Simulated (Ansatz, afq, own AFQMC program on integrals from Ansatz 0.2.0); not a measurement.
**MoNH$_{3}$, septet in def2-SVP, levels against CCSDT(Q)**

```xyz
5

Mo   -0.3599    0.0011   -0.0002
N     1.9611   -0.0060    0.0014
H     2.3315   -0.9503    0.0065
H     2.3353    0.4687    0.8159
H     2.3364    0.4601   -0.8177
```

Connectivity, by distances: Mo–NH3.

Basis def2-SVP with its core potentials. Only valence electrons are correlated. Integrals, coupled cluster, full CI and functionals: Ansatz 0.2.0; the random walks run on the same integrals in our own AFQMC program. The CISD trial takes its coefficients from CCSD amplitudes. Released means that phaseless walkers are propagated on without the constraint, phases kept. ± is one standard error of the sampling. No spin–orbit coupling. The metal's outer-core s and p shells are frozen, which shifts wave-function levels against functionals.

Determinant: UHF, the one that the program's search chose, which needn't be the lowest solution. The geometry is a point of a scan.

No full CI on the walks' own integrals is used here; CCSDT(Q) serves as the reference and is uncertain by about the last step of the cluster series.

Cautions: no spin-orbit coupling; outer-core shells of the metal frozen; lower spins were not checked; higher spins were not checked.

- T1 diagnostic: 0.0114
- weight of the determinant in the CISD state: 0.904
- ⟨S²⟩ of the determinant: 12.004
- size of the correlated space: 14 electrons in 55 orbitals

Reference: CCSDT(Q), correlation energy -7.566 eV. The released energy is read at 2.60 1/Eh (meV from the phaseless value at times in 1/Eh: -2 ± 4 at 0.24, -9 ± 3 at 0.60, -7 ± 4 at 1.20, -9 ± 3 at 1.80, -12 ± 4 at 2.60).

```tsv
level	E − E(reference) (kJ/mol)	share of correlation (%)
HF	730.0	0.00
MP2	75.2	89.70
CCSD	17.6	97.59
CCSD(T)	2.3	99.69
CCSDT	1.0	99.87
ph-AFQMC/CISD	0.9 ± 0.3	99.88
released AFQMC	-0.3 ± 0.4	100.04
```

A walk keeps the symmetry of its determinant, which the program's search chose and which needn't be the lowest solution, so a lower state of the same spin and another symmetry isn't excluded. Released energies are given only where the last usable release times agree within the noise; a slower fall can still hide under it.
